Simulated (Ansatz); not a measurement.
Elastic constant C12 of fluorite SrCl₂ at several levels of theory

No measured value is used here.

Problem. Put these levels in order of the elastic constant C12 that they give for fluorite SrCl₂, smallest first: Hartree–Fock (Ansatz, a first-principles code), LDA (Ansatz), PBE (Ansatz).

Solution. Hartree–Fock (14.1 GPa), PBE (17.1 GPa), LDA (25.2 GPa)

Unless a cell is named, each level is at its own relaxed cell (LDA 26.21, PBE 29.09, Hartree–Fock 31.36 Å³/atom).

Each level is taken at its own relaxed cell. Ansatz's density-functional and Hartree–Fock values are scalar-relativistic unless marked +SOC, with PAW data made under PBE.
